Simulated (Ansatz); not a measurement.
C8H18, SMILES `CCCCCCCC` at its PBE0-D4/def2-TZVP geometry, where that method's forces vanish. The species carries charge 0 and has multiplicity 1.

```json
{"atom": "C1", "x (Å)": "1.479", "y (Å)": "1.517", "z (Å)": "-2.554"}
{"atom": "C2", "x (Å)": "0.658", "y (Å)": "0.249", "z (Å)": "-2.737"}
{"atom": "C3", "x (Å)": "-0.755", "y (Å)": "0.309", "z (Å)": "-2.149"}
{"atom": "C4", "x (Å)": "-0.890", "y (Å)": "-0.183", "z (Å)": "-0.713"}
{"atom": "C5", "x (Å)": "-0.119", "y (Å)": "0.615", "z (Å)": "0.329"}
{"atom": "C6", "x (Å)": "-0.435", "y (Å)": "0.219", "z (Å)": "1.766"}
{"atom": "C7", "x (Å)": "-0.026", "y (Å)": "-1.200", "z (Å)": "2.132"}
{"atom": "C8", "x (Å)": "-0.280", "y (Å)": "-1.523", "z (Å)": "3.595"}
{"atom": "H9", "x (Å)": "2.468", "y (Å)": "1.415", "z (Å)": "-3.007"}
{"atom": "H10", "x (Å)": "0.984", "y (Å)": "2.368", "z (Å)": "-3.030"}
{"atom": "H11", "x (Å)": "1.620", "y (Å)": "1.769", "z (Å)": "-1.502"}
{"atom": "H12", "x (Å)": "0.587", "y (Å)": "0.041", "z (Å)": "-3.810"}
{"atom": "H13", "x (Å)": "1.191", "y (Å)": "-0.606", "z (Å)": "-2.305"}
{"atom": "H14", "x (Å)": "-1.423", "y (Å)": "-0.297", "z (Å)": "-2.769"}
{"atom": "H15", "x (Å)": "-1.131", "y (Å)": "1.337", "z (Å)": "-2.221"}
{"atom": "H16", "x (Å)": "-1.953", "y (Å)": "-0.173", "z (Å)": "-0.440"}
{"atom": "H17", "x (Å)": "-0.580", "y (Å)": "-1.233", "z (Å)": "-0.675"}
{"atom": "H18", "x (Å)": "-0.340", "y (Å)": "1.680", "z (Å)": "0.196"}
{"atom": "H19", "x (Å)": "0.958", "y (Å)": "0.503", "z (Å)": "0.162"}
{"atom": "H20", "x (Å)": "-1.510", "y (Å)": "0.342", "z (Å)": "1.948"}
{"atom": "H21", "x (Å)": "0.068", "y (Å)": "0.915", "z (Å)": "2.447"}
{"atom": "H22", "x (Å)": "1.038", "y (Å)": "-1.336", "z (Å)": "1.904"}
{"atom": "H23", "x (Å)": "-0.565", "y (Å)": "-1.917", "z (Å)": "1.504"}
{"atom": "H24", "x (Å)": "0.276", "y (Å)": "-0.846", "z (Å)": "4.250"}
{"atom": "H25", "x (Å)": "-1.340", "y (Å)": "-1.420", "z (Å)": "3.841"}
{"atom": "H26", "x (Å)": "0.019", "y (Å)": "-2.545", "z (Å)": "3.840"}
```

Question: For each bond, give half the difference of the two atoms' forces along it (eV/Å; positive pushes the atoms apart) under PBE-D4, r2SCAN-D4, B3LYP-D4, ωB97M-V in def2-TZVPP. (Best estimate.)

Answer: Ansatz gave: 
| bond | length (Å) | PBE-D4 | r2SCAN-D4 | B3LYP-D4 | ωB97M-V |
| --- | --- | --- | --- | --- | --- |
| C1–C2 | 1.522 | 0.01 | 0.11 | 0.19 | 0.18 |
| C1–H11 | 1.091 | 0.11 | -0.04 | -0.08 | -0.08 |
| C2–H13 | 1.097 | 0.12 | -0.04 | -0.10 | -0.11 |
| C3–C4 | 1.525 | -0.01 | 0.08 | 0.12 | 0.13 |
| C4–C5 | 1.522 | 0.00 | 0.08 | 0.14 | 0.12 |
| C4–H16 | 1.097 | 0.11 | -0.04 | -0.10 | -0.10 |
| C6–C7 | 1.521 | 0.01 | 0.08 | 0.14 | 0.12 |
| C6–H20 | 1.098 | 0.12 | -0.04 | -0.10 | -0.10 |
| C6–H21 | 1.096 | 0.11 | -0.04 | -0.10 | -0.10 |
| C7–C8 | 1.519 | 0.00 | 0.11 | 0.18 | 0.19 |
| C7–H22 | 1.097 | 0.11 | -0.04 | -0.10 | -0.11 |
| C8–H24 | 1.094 | 0.11 | -0.03 | -0.06 | -0.08 |
| C8–H25 | 1.094 | 0.11 | -0.03 | -0.06 | -0.08 |
| C8–H26 | 1.093 | 0.09 | -0.04 | -0.08 | -0.08 |

B3LYP here is the variant with VWN-RPA as its local correlation; programs differ in this.
